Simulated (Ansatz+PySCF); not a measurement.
Values are calculated unless marked as measured or tabulated.
**Several solutions for singlet BH**

```xyz
2

B     0.0000    0.0000   -0.4174
H     0.0000    0.0000    2.0873
```

Basis set: cc-pVDZ (spherical functions). Charge 0, multiplicity 1.

PBE0 (unrestricted) was run from several starts with Ansatz (development build ahead of 0.2.0) and PySCF 2.14.0.

```tsv
run	program	start	converged	energy (hartree)	<S²>
A	PySCF	guess minao, instabilities followed	yes	-25.13486	0.54
B	Ansatz	stability test followed	yes	-25.13486	0.54
C	Ansatz	atomic start, no search	yes	-25.12767	0.00
D	Ansatz	search for the lowest state	yes	-25.13486	0.54
E	PySCF	program defaults	yes	-25.12767	0.00
```

(1) Which runs reached the lowest solution of this kind, and what is wrong with the others?

## Answers

(1) A, B, D reached the lowest solution found. Converged but too high: C by 0.20 eV, E by 0.20 eV. Convergence only shows a stationary point, and even a stable one can lie too high; stability tests and further starts are what find lower ones. Caution: charge can spread falsely over distant fragments. Caution: the unrestricted determinant is spin contaminated.
